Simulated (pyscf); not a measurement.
Four-centre exchange: F–GeH₂–F (SMILES [F][GeH2][F]) + H₂O (SMILES O) → HO–GeH(F)–F (SMILES [OH][GeH]([F])[F]) + H₂ (SMILES [H][H])

Gas phase, singlet surface, charge 0. Bonds broken: Ge2–H4, O6–H7. Bonds formed: Ge2–O6, H4–H7. Single points on ωB97X-D3(BJ)/def2-SVP structures (PySCF, gas phase).

Transition state (Å):

```xyz
8

F      1.3009     1.0592     0.7235
Ge     0.0766     0.0958    -0.0731
F     -0.8665     1.4210    -0.6646
H     -1.4459    -0.9361    -0.2106
H      0.8856    -0.7406    -1.0541
O     -0.4550    -0.6465     1.6243
H     -1.3128    -0.9314     0.8623
H     -0.5275    -0.0743     2.4053
```

One imaginary mode, 1486i cm⁻¹; descent along it reached the two sides named, in the forms told below.

| bond | change | reactant side (Å) | saddle | product side |
|---|---|---|---|---|
| Ge2–H4 | breaks | 1.523 | 1.844 | 3.4 |
| O6–H7 | breaks | 0.967 | 1.182 | 2.6 |
| Ge2–O6 | forms | 2.598 | 1.927 | 1.746 |
| H4–H7 | forms | 2.8 | 1.081 | 0.760 |

Electronic energies relative to the separated reactants (eV):

| level | barrier | reaction energy | reverse barrier |
|---|---|---|---|
| ωB97X-D3(BJ)/def2-TZVP | 1.58 | -0.37 | 1.96 |
| PBE/def2-TZVP | 1.37 | -0.31 | 1.68 |
| r²SCAN/def2-TZVP | 1.38 | -0.41 | 1.80 |
| B3LYP-D3(BJ)/def2-TZVP | 1.58 | -0.34 | 1.92 |
| PBE0-D3(BJ)/def2-TZVP | 1.48 | -0.30 | 1.78 |
| M06-2X/def2-TZVP | 1.48 | -0.54 | 2.02 |
| ωB97M-D3(BJ)/def2-TZVP | 1.60 | -0.32 | 1.92 |
| HF/def2-TZVP | 2.31 | -0.29 | 2.60 |

With ωB97M-D3(BJ)/def2-TZVP energies and thermal terms (ideal gas, 1 atm, RRHO with modes under 100 cm⁻¹ raised to 100, one conformer, R ln 2 for chiral ones without a mode under 150 cm⁻¹), in eV:

| T (K) | ΔH‡ | ΔG‡ | ΔH | ΔG |
|---|---|---|---|---|
| 298 | 1.50 | 1.95 | -0.45 | -0.38 |
| 600 | 1.51 | 2.40 | -0.40 | -0.33 |
| 900 | 1.54 | 2.85 | -0.36 | -0.31 |
| 1200 | 1.58 | 3.27 | -0.32 | -0.30 |

On the reactant side the descent ends in a complex (not fully relaxed), 0.33 eV under the separated species and 1.91 eV under the saddle at ωB97X-D3(BJ)/def2-TZVP. The same reactants have a lower exit, to HF + HO–GeH₂–F (barrier +0.50 eV at ωB97M-D3(BJ)/def2-TZVP, against +1.60 eV here). This is the saddle that the search found; another between the same sides may lie lower. Elements up to Kr have no core potential and no relativistic terms here.
